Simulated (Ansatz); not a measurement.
```yaml
crystal:
  periodic: [false, false, false]
  atoms:
    - {symbol: B, position_ang: [0.000000, 0.000000, 0.000000]}
    - {symbol: Br, position_ang: [0.000000, 0.000000, 1.897200]}
basis:
  gaussian: {orbitals: def2-TZVP}
magnetization: {spin_polarized: true, initial_magnetization: 2}
hamiltonian: {xc: pbe0}
relax: {f_tol: 0.004, max_steps: 80}
```

```sh
$ ansatz run in.yaml --threads 1 --pin off --events-out ev --progress --plain --max-ram 2176MiB
```

Steps of the relaxation (energy above the last step; positions in Å, forces in eV/Å):

```
2
step 1, 19.2 meV
B     0.000    0.000    0.000    0.000    0.000    0.837
Br    0.000    0.000    1.897    0.000    0.000   -0.837
```

```
2
step 2, 2.9 meV
B     0.000    0.000    0.014    0.000    0.000    0.339
Br    0.000    0.000    1.883    0.000    0.000   -0.339
```

```
2
step 3, 0.0 meV
B     0.000    0.000    0.022    0.000    0.000    0.011
Br    0.000    0.000    1.875    0.000    0.000   -0.011
```

```
2
step 5, 0.0 meV
B     0.000    0.000    0.022    0.000    0.000    0.000
Br    0.000    0.000    1.875    0.000    0.000    0.000
```

Close pairs at the end: B1–Br2 1.853 Å.

A stationary point of unrestricted PBE0 after 5 steps, with ⟨S²⟩ = 2.006 against 2.00 for a pure state. 12 s on 1 thread of Arm Neoverse V2, shared host.
